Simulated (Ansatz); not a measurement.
System: AlF₃ (charge 0, singlet). SMILES: [F][Al]([F])[F]
Structure (B3LYP-D3(BJ)/def2-TZVP (Ansatz, a quantum-chemistry and plane-wave program) minimum search):
```xyz
4

Al     0.0000     0.0000     0.0000
F     -0.0003     1.6340     0.0254
F      1.4150    -0.8162    -0.0451
F     -1.4147    -0.8178     0.0197
```

Wanted: enthalpy of formation at 298 K, in kcal/mol. Conventions: non-relativistic; open shells spin-unrestricted; no dispersion term unless named; no spin-orbit coupling; 6-311+G** with 5d, 6d on Na to Ar in Ansatz. Ab initio and DFT rows: single points at B3LYP-D3(BJ) geometries (Ansatz), with unscaled harmonic terms from B3LYP/6-31G* (Ansatz) at its own minima, enthalpies of formation by atomisation with measured atoms.

```tsv
species	coefficient	E at B3LYP/6-311+G** (Ansatz), Eh	E at wB97M-V/def2-TZVPD (Ansatz), Eh	H(298 K) - E, kcal/mol
[F][Al]([F])[F]	+1	-542.30229	-542.25790	8.34
Al atom	-1	-242.38699	-242.34758	-
F atom	-3	-99.76058	-99.74647	-
```

The atoms take no thermal term, since their enthalpies of formation at 0 K are used: the result is the sum of coefficient times E, plus the molecule's thermal term, plus number times (enthalpy of formation minus H(298) - H(0)) over the atoms. Measured values of the atoms (G2/97 table in ASE), kcal/mol:

| atom | number | enthalpy of formation of the gas at 0 K | H(298) - H(0) of the element's standard state |
|---|---|---|---|
| Al | 1 | 78.23 | 1.08 |
| F | 3 | 18.47 | 1.05 |

Measured values: G2/97 table in ASE (Curtiss et al.); they hold spin-orbit and core effects, anharmonicity. For [F][Al]([F])[F] (enthalpy of formation at 298 K) the tabulated value and CCSD(T)/CBS(cc-pV(T+d)Z,cc-pV(Q+d)Z) (Ansatz) part by 4.2 kcal/mol: another conformer or state, missing terms or a fault of the table's entry are possible.  Value to compare with, the measured value: -289.0 kcal/mol. 1 Eh = 627.5095 kcal/mol.

Work the quantity out at each level, and compare with the measured value.


- B3LYP/6-311+G**: the sum of coefficient times E is -0.63356 Eh, or -397.56 kcal/mol; the thermal terms add 8.34; the atoms' measured terms add 129.41. Result: -259.8 kcal/mol. Its error against the measured value is 29.2 kcal/mol.
- wB97M-V/def2-TZVPD: the sum of coefficient times E is -0.67091 Eh, or -421.00 kcal/mol; the thermal terms add 8.34; the atoms' measured terms add 129.41. Result: -283.3 kcal/mol. Its error against the measured value is 5.7 kcal/mol.
